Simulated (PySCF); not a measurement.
**HS, SMILES `[SH]` (charge 0, multiplicity 2)**

Level of theory: PySCF with PBE-D3(BJ)/def2-TZVP // r2SCAN-D4/def2-TZVP.

```yaml
highest_occupied_spin_orbital: -6.12 eV
dipole_moment: 0.87 D
total_energy: -398.5778 Ha
cost: very roughly 5 core-seconds
```

```xyz
2

S      0.6729     0.0000     0.0000
H     -0.6729     0.0000     0.0000
```
Charge 0, spin multiplicity 2.
